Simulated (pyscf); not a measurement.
PySCF, gas phase, ωB97X-D3(BJ)/def2-SVP geometries. MP2 and CC: frozen core, UHF for open shells. ΔMP2 is the change of the MP2 total energy from the triple- to the quadruple-zeta basis.

For the elementary gas-phase step H₂Se (SMILES [SeH2]) + H₂C=CH₂ (SMILES C=C) → H₃C–CH₂–SeH (SMILES CC[SeH]) (singlet surface; H–Se broken, C–Se, C–H formed), what barrier and reaction energy does CCSD(T)/def2-TZVPP + ΔMP2(QZVPP) give, measured from the separated reactants?

ΔE‡ = 41.6 kcal/mol, ΔE = -24.6 kcal/mol. Zero-point energy shifts the barrier by +0.7 kcal/mol. It is an addition across a multiple bond or ene-type step, with an imaginary mode of 1212i cm⁻¹. On the product side the descent ends in a point that may be a rotor saddle (no frequency run), 3.5 kcal/mol over the lowest minimum found and 69.6 kcal/mol under the saddle at ωB97X-D3(BJ)/def2-TZVP. At ωB97X-D3(BJ)/def2-TZVP the barrier from the zero used here is 44.5 kcal/mol. One saddle was located; it need not be the lowest between these sides. The CCSD(T) − MP2 part came from Ansatz, without density fitting, on the same reference. The frozen core leaves the outer d or s,p core shells of the metals and heavy elements correlated in the MP2 and CC values, and def2-TZVPP describes them poorly, which can shift differences by a few kcal/mol. Elements up to Kr have no core potential and no relativistic terms here.
